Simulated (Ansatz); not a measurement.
**Nb: relaxation of cell and atoms**

Computed with Ansatz 0.2.0, DFT, PBE, PAW with Ansatz's default frozen-core files, scalar-relativistic.

Command: `ansatz run input.yaml --threads 1 --pin off --max-ram 2048MiB --backend cpu --events-out ev --progress --plain --runs-dir out` The run took about 4.8 s on 1 thread of a shared machine.

```yaml
crystal:
  lattice:
    - [-1.6242937642, 1.6242937642, 1.6242937642]
    - [1.6242937642, -1.6242937642, 1.6242937642]
    - [1.6242937642, 1.6242937642, -1.6242937642]
  atoms:
    - { symbol: Nb, position: [0.0, 0.0, 0.0] }
kpoints:
  mp_grid: { grid: [16, 16, 16] }
scf:
  occupations: { method: fermi_dirac, width: 0.08 }
hamiltonian:
  xc: pbe
  pseudopotentials: { kind: paw }
output:
  forces: true
  stress: true
relax:
  f_tol: 0.005
  max_steps: 80
  cell: {}
```

Spin polarisation is left out, and whether a magnetic state lies lower isn't shown here.

The cell is built from the bcc type as a first guess.

The cutoff is 420 eV; energies and pressures of the walk include the program's estimate of the Pulay term.

Each frame lists the cell vectors (Å), then Cartesian positions (Å); symmetry keeps all forces zero. Free energies count from the first step, -4552.2690 eV.

The walk took 5 evaluations in all; steps that aren't listed are left out.

Step 1: E = 0.0 meV, P = 10.61 GPa

```
cell -1.6243 1.6243 1.6243 1.6243 -1.6243 1.6243 1.6243 1.6243 -1.6243
Nb    0.0000    0.0000    0.0000
```

Step 2:

```
cell -1.7044 1.7044 1.7044 1.7044 -1.7044 1.7044 1.7044 1.7044 -1.7044
Nb    0.0000    0.0000    0.0000
```

(1) Give the energy, pressure of step 2.

(2) How does the relaxation end?

Answers

(1) E = +40.4 meV, P = -12.67 GPa, step rejected
```
Nb    0.0000    0.0000    0.0000
```

(2) It converges, with a = 3.310 Å, b = 3.310 Å, c = 3.310 Å, α = 90.00°, β = 90.00°, γ = 90.00° (conventional cell, space group Im-3m). The last solve (on a basis chosen afresh for the final cell, so its energy is not quite comparable) gives E = -31.2 meV, P = 0.00 GPa:
```
cell -1.6549 1.6549 1.6549 1.6549 -1.6549 1.6549 1.6549 1.6549 -1.6549
Nb    0.0000    0.0000    0.0000
```
